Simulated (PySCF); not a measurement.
## How well do the runs reproduce experiment for 1,1-dichloroethane?

**The experiment to reproduce.**

NIST CCCBDB Release 22 (SRD 101), experimental dipoles lists, for the gas: dipole moment (dielectric constant against temperature) 2.06 D.

From NIST CCCBDB Release 22 (SRD 101), experimental polarizabilities, for the gas: mean polarisability 8.161 Å³.

The runs below try to reproduce these values; the comparison stands at the end.

Compound: 1,1-dichloroethane, C2H4Cl2.
SMILES with atom numbers: `[CH3:1][CH:2]([Cl:3])[Cl:4]` (hydrogens: H5, H6, H7 on C1; H8 on C2)

Structure used (GFN2-xTB), in Å, numbered top down from 1:
```
atom  x, y, z in Å
C1    -0.8280   -0.0121    0.0202
C2     0.6787    0.0253    0.1221
Cl3    1.3335    1.4110   -0.7889
Cl4    1.3868   -1.4785   -0.5224
H5    -1.2443    0.9077    0.4246
H6    -1.2114   -0.8576    0.5867
H7    -1.1357   -0.1132   -1.0177
H8     1.0295    0.1269    1.1508
```

The PySCF runs (gas phase, on this GFN2-xTB geometry; no spin–orbit coupling):

```json
{"level": "PBE0/pcSseg-1", "job": "shieldings, charges and field gradients", "basis functions": "102"}
{"level": "CAM-B3LYP/def2-SVPD", "job": "8 singlets by full TDDFT, 3 Tamm–Dancoff triplets, polarisability", "basis functions": "126"}
```

## Comparison

**Dipole moment.** Measured: 2.06 D (NIST CCCBDB Release 22 (SRD 101), experimental dipoles).

| level | computed (D) | computed − measured (D) | % (from the printed values) |
| --- | --- | --- | --- |
| PBE0/pcSseg-1 | 2.23 | +0.17 | +8 |
| CAM-B3LYP/def2-SVPD | 2.15 | +0.09 | +4 |

Closest is CAM-B3LYP/def2-SVPD (+0.09 D), furthest PBE0/pcSseg-1 (+0.17 D); one molecule doesn't rank methods. The computed dipoles belong to one fixed geometry; measured ones are averaged over vibrations unless marked μe. Magnitudes are compared, not signs.

**Mean polarisability.** Measured: 8.161 Å³ (NIST CCCBDB Release 22 (SRD 101), experimental polarizabilities).

```
              level  computed (Å³)  computed − measured (Å³)  % (from the printed values)
CAM-B3LYP/def2-SVPD          8.020                    -0.141                           -2
```

The computed values are static and purely electronic, with core orbitals frozen in the response (1 au = 0.148185 Å³). The table of measured values doesn't say here whether a value is static or optical, or holds a vibrational part.

No measured geometry was used, and the causes of the misses weren't examined.
